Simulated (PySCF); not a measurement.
# Which functional comes closest?

Molecule: `CC(C)(C)Cl`, C4H9Cl.

Atoms are numbered as in `[CH3:1][C:2]([CH3:3])([CH3:4])[Cl:5]`; H(Xn) means a hydrogen on atom n.

Geometry PBE0-D3(BJ)/def2-SVP throughout; GIAO in PySCF 2.14, gas phase, one conformer, non-relativistic; equivalent atoms averaged; basis pcSseg-1.

Reference values (measured; solution, not stated per compound (mostly CDCl3 or CCl4); Pretsch, Buehlmann, Badertscher, Structure Determination of Organic Compounds, 4th ed. (2009)): δ(C2) = 66.7 ppm, δ(C1/C3/C4) = 34.6 ppm, δ(H(C1)/H(C3)/H(C4)) = 1.60 ppm. Computed shifts are taken against TMS, calculated as an isolated molecule at each level.

Task: How do the functionals HF, LDA, PBE, BLYP, BP86, OPBE, KT2, KT3, B97-D, B3LYP, PBE0, mPW1PW91, WP04, B97-2, BHandHLYP, CAM-B3LYP, wB97X-D, LC-wPBE perform against the reference? Times are CPU seconds on shared hosts with different chips, so compare them loosely; the GGAs took longer than the global hybrids here, which isn't the general rule, and the cause wasn't traced.

Result: 
```tsv
functional	kind	C2	C1/C3/C4	H(C1)/H(C3)/H(C4)	mean abs. error C	abs. error H	core-s
HF	Hartree–Fock	61.7	33.5	1.47	3.1	0.13	6
LDA	LDA	76.1	38.3	1.61	6.5	0.01	14
PBE	GGA	73.4	36.9	1.57	4.5	0.03	20
BLYP	GGA	75.4	37.4	1.58	5.8	0.02	19
BP86	GGA	74.1	37.1	1.59	4.9	0.01	18
OPBE	GGA	69.1	34.2	1.52	1.4	0.08	20
KT2	GGA	72.2	36.7	1.61	3.8	0.01	18
KT3	GGA	70.8	35.1	1.55	2.3	0.05	20
B97-D	GGA	73.2	36.1	1.59	4.0	0.01	19
B3LYP	global hybrid	72.6	36.7	1.55	4.0	0.05	14
PBE0	global hybrid	70.0	35.9	1.53	2.3	0.07	9.6
mPW1PW91	global hybrid	70.1	35.9	1.53	2.3	0.07	17
WP04	global hybrid	77.2	35.2	1.49	5.6	0.11	11
B97-2	global hybrid	70.1	35.4	1.54	2.1	0.06	11
BHandHLYP	global hybrid	68.8	35.6	1.51	1.5	0.09	11
CAM-B3LYP	range-separated hybrid	70.1	36.3	1.52	2.5	0.08	15
wB97X-D	range-separated hybrid	69.4	36.1	1.53	2.1	0.07	14
LC-wPBE	range-separated hybrid	65.3	34.8	1.47	0.8	0.13	20
```

For 13C the closest is LC-wPBE (0.8 ppm) and the furthest LDA (6.5 ppm).

For 1H the closest is LDA (0.01 ppm, with BP86, KT2, B97-D, BLYP, PBE practically level) and the furthest LC-wPBE (0.13 ppm). One molecule is a small sample, and vibrational and solvent effects are absent from the calculation.
